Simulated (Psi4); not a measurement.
# NO2F (nitryl fluoride): PBE0/STO-3G (sweep point 1)

Aim: the vertical singlet–triplet gap of NO2F (nitryl fluoride) at PBE0/STO-3G (sweep point 1), from 2 runs. 

The results are computed with Psi4 1.11.

### 1 Starting point

The species is NO2F (4 atoms), meant as a singlet with charge 0. SMILES: `O=[N+]([O-])F`. Geometry: relaxed at GFN2-xTB.

Bond lengths: O1–N2 1.145 Å, N2–O3 1.145 Å. Angles: O1–N2–O3 140.2°. A long bond or contact: N2–F4 1.545 Å.

### 2 The energy at PBE0/STO-3G (sweep point 1)

The input, input.inp:

```
memory 1600 mb

molecule {
  0 1
  O      0.188740     0.465950     1.115660
  N      0.109710    -0.098240     0.122020
  O      0.475520    -1.064170    -0.373030
  F     -0.773970     0.696460    -0.864650
  symmetry c1
}

set basis STO-3G
set reference rks
set puream true
set scf_type pk
set dft_radial_points 99
set dft_spherical_points 590

energy_value, wavefunction = energy("pbe0", return_wfn=True)
print_variables()
```

Command:

```console
psi4 input.inp input.out -n 1
```

input.out:

```text
[...]
  Running in c1 symmetry.
[...]
  Nuclear repulsion =  123.467880182532227
[...]
  Multiplicity = 1
[...]
  Nalpha       = 16
  Nbeta        = 16
[...]
    Number of basis functions: 20
[...]
   @RKS iter   1:  -300.06994967479380   -3.58031e-01   3.23959e-02 DIIS/ADIIS
[...]
   @RKS iter   9:  -300.30644476693169   -1.19045e-08   3.97814e-07 DIIS
[...]
    Orbital Energies [Eh]
    ---------------------
    Doubly Occupied:
       1A    -24.432277     2A    -19.074155     3A    -19.074102
       4A    -14.585866     5A     -1.332930     6A     -1.156023
       7A     -1.079204     8A     -0.607571     9A     -0.577059
      10A     -0.540464    11A     -0.476677    12A     -0.273109
      13A     -0.269347    14A     -0.233778    15A     -0.227337
      16A     -0.214986
[...]
  @RKS Final Energy:  -300.30644476693169
   => Energetics <=
    Nuclear Repulsion Energy =            123.4678801825322267
    One-Electron Energy =                -660.6766022149713535
    Two-Electron Energy =                 262.9406687673026113
    DFT Exchange-Correlation Energy =     -26.0383915017951892
    Empirical Dispersion Energy =           0.0000000000000000
    VV10 Nonlocal Energy =                  0.0000000000000000
    Total Energy =                       -300.3064447669316905
[...]
 Multipole Moments:
 ------------------------------------------------------------------------------------
     Multipole            Electronic (a.u.)      Nuclear  (a.u.)        Total (a.u.)
 ------------------------------------------------------------------------------------
 L = 1.  Multiply by 2.5417464519 to convert [e a0] to [Debye]
 Dipole X            :         -0.6568064            0.6963496            0.0395432
 Dipole Y            :          0.5914211           -0.6266305           -0.0352094
 Dipole Z            :         -0.7342377            0.7779552            0.0437175
 Magnitude           :                                                    0.0686629
[...]
```

Wall time 6.3 s (1 thread of AMD EPYC 7R43 (Zen 3), shared host); peak memory 0.32 GiB.

### 3 The triplet

The input, job.in:

```
memory 1.6 GB

molecule molecule1 {
  0 3
  O      0.188740     0.465950     1.115660
  N      0.109710    -0.098240     0.122020
  O      0.475520    -1.064170    -0.373030
  F     -0.773970     0.696460    -0.864650
  symmetry c1
}

set globals {
  reference            uks
  puream               true
  scf_type             pk
  dft_radial_points    99
  dft_spherical_points 590
  maxiter              150
}

e, wfn = energy("pbe0/STO-3G", return_wfn=True)
```

Command:

```console
psi4 job.in job.out -n 1
```

job.out:

```text
[...]
  Running in c1 symmetry.
[...]
  Nuclear repulsion =  123.467880182532227
[...]
  Multiplicity = 3
[...]
  Nalpha       = 17
  Nbeta        = 15
[...]
    Number of basis functions: 20
[...]
   @UKS iter   1:  -300.04341923468513   -3.31500e-01   1.93518e-02 DIIS/ADIIS
[...]
   @UKS iter  14:  -300.13511321065442    1.59844e-10   5.24563e-07 DIIS
[...]
   @S^2 Observed:                2.027289476E+00
[...]
    Orbital Energies [Eh]
    ---------------------
    Alpha Occupied:
       1A    -24.485728     2A    -19.075262     3A    -19.075021
       4A    -14.478055     5A     -1.320518     6A     -1.153476
       7A     -1.111778     8A     -0.611495     9A     -0.567741
      10A     -0.550886    11A     -0.480867    12A     -0.323299
      13A     -0.307504    14A     -0.277881    15A     -0.266051
      16A     -0.265625    17A     -0.055924
    Alpha Virtual:
      18A      0.123328    19A      0.416849    20A      0.744929
    Beta Occupied:
[...]
  @UKS Final Energy:  -300.13511321065442
   => Energetics <=
    Nuclear Repulsion Energy =            123.4678801825322267
    One-Electron Energy =                -660.7101180908828155
    Two-Electron Energy =                 263.1676924049356217
    DFT Exchange-Correlation Energy =     -26.0605677072394570
    Empirical Dispersion Energy =           0.0000000000000000
    VV10 Nonlocal Energy =                  0.0000000000000000
    Total Energy =                       -300.1351132106544242
[...]
 Multipole Moments:
 ------------------------------------------------------------------------------------
     Multipole            Electronic (a.u.)      Nuclear  (a.u.)        Total (a.u.)
 ------------------------------------------------------------------------------------
 L = 1.  Multiply by 2.5417464519 to convert [e a0] to [Debye]
 Dipole X            :         -0.7516388            0.6963496           -0.0552892
 Dipole Y            :          0.6762303           -0.6266305            0.0495998
 Dipole Z            :         -0.8387019            0.7779552           -0.0607467
 Magnitude           :                                                    0.0959541
[...]
```

Run time: 11 s. Hardware: 1 thread of AMD EPYC 7R43 (Zen 3), shared host; peak memory 0.31 GiB.

### 4 Summary of results

At PBE0/STO-3G (sweep point 1):

| quantity | value |
| --- | --- |
| singlet: total energy | -300.30644 Eh |
| singlet: dipole moment | 0.17 D |
| singlet: HOMO energy | -5.85 eV |
| singlet: LUMO energy | 1.31 eV |
| singlet: HOMO–LUMO gap | 7.16 eV |
| triplet: total energy | -300.13511 Eh |
| triplet: dipole moment | 0.24 D |
| triplet: HOMO energy (highest over α and β) | -1.52 eV |
| triplet: ⟨S²⟩ | 2.027 |
| vertical energy of the triplet above the singlet | 4.662 eV |

**Reading.** At this shape the triplet lies 4.66 eV (450 kJ/mol) above the singlet. In a minimal basis such a difference can be off by several eV, whatever the method.
